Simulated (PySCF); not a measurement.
# C4H6F2: the cost of one run

Programs: PySCF 2.14.0, with density-fitted response routines of our own. Each step states its level of theory. These are calculated values for one molecule in the gas phase, unless marked as measured. Atoms are numbered from 0 throughout.

### 1 The starting structure

12 atoms, charge 0, multiplicity 1; geometry from: GFN2-xTB. The atoms were then displaced at random by about 0.01 Å, so the start is not that level's minimum.

Bonds of the start (Å): C0–C1 1.50, C1–F2 1.39, C1–C3 1.53, C3–C4 1.29, C4–F5 1.35, C0–H6 1.07, C0–H7 1.10, C0–H8 1.11, C1–H9 1.09, C3–H10 1.09, C4–H11 1.09.

### 2 Relaxing the molecule at PBE0-D3(BJ)/def2-SVP

What the job is given:

```
{"job": {"xc": "PBE0", "basis": "def2-SVP", "d3": "d3bj", "grid": 1, "shake": 0.01, "kind": "geom"}, "charge": 0, "multiplicity": 1}
C     -1.410390     0.336320     0.414040
C     -0.481390    -0.288990    -0.591360
F     -1.067020    -1.456150    -1.067630
C      0.876220    -0.613030     0.040280
C      1.866350     0.205490     0.080010
F      1.817330     1.443560    -0.458460
H     -1.549870    -0.286080     1.275460
H     -2.383370     0.524740    -0.063970
H     -1.028850     1.323300     0.749270
H     -0.342350     0.358530    -1.456330
H      0.914800    -1.592500     0.506030
H      2.828230     0.016550     0.563610
```

Command:

```bash
$ OMP_NUM_THREADS=1 python probes_run.py task.json out
```

One launch serves the whole session: the jobs run in the order shown.

**Question.** How long does this first job take on 1 thread of Arm Neoverse V2, shared host, and how much memory does it need?

About 58 s, with a peak of 0.46 GiB.
